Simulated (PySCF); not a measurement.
propane cation (C3H8), SMILES CCC (connectivity only; charge and spin as stated), charge +1, multiplicity 2. Atoms are numbered in the order given.

```xyz
11

C     -1.2969    -0.0178     0.2349
C      0.0000     0.0000    -0.4623
C      1.2969     0.0178     0.2349
H     -2.1404    -0.3053    -0.4086
H     -1.2629    -0.6133     1.1681
H     -1.5297     1.0138     0.6127
H     -0.0223     0.7010    -1.3949
H      0.0223    -0.7010    -1.3949
H      2.1404     0.3053    -0.4086
H      1.2629     0.6133     1.1681
H      1.5297    -1.0138     0.6127
```
Charge +1, spin multiplicity 2.

Geometry optimised at B3LYP-D3(BJ)/def2-SVP. The multiplicity is an assumed one; other spin states were not compared.

Two levels are set side by side: PBE/pcH-1 (PySCF) and B3LYP/pcH-1 (PySCF). Contact hyperfine couplings, same geometry. Differences are taken from unrounded values.

```
quantity                      B3LYP    PBE  PBE minus B3LYP
----------------------------  -----  -----  ---------------
A(iso) of 13C, atom C1 (MHz)  -20.0  -17.2              2.8
A(iso) of 13C, atom C2 (MHz)   -9.1   -7.9              1.2
A(iso) of 13C, atom C3 (MHz)  -20.0  -17.2              2.8
A(iso) of 1H, atom H4 (MHz)    19.1   19.2              0.0
A(iso) of 1H, atom H5 (MHz)   100.4  100.1             -0.3
A(iso) of 1H, atom H6 (MHz)   248.8  245.6             -3.2
A(iso) of 1H, atom H7 (MHz)   505.6  446.8            -58.9
A(iso) of 1H, atom H8 (MHz)   505.6  446.8            -58.9
A(iso) of 1H, atom H9 (MHz)    19.1   19.2              0.0
A(iso) of 1H, atom H10 (MHz)  100.4  100.1             -0.3
A(iso) of 1H, atom H11 (MHz)  248.8  245.6             -3.2
```

Rough cost on one machine, each run with all the roots and properties that it gave: B3LYP against PBE within a factor of 2.
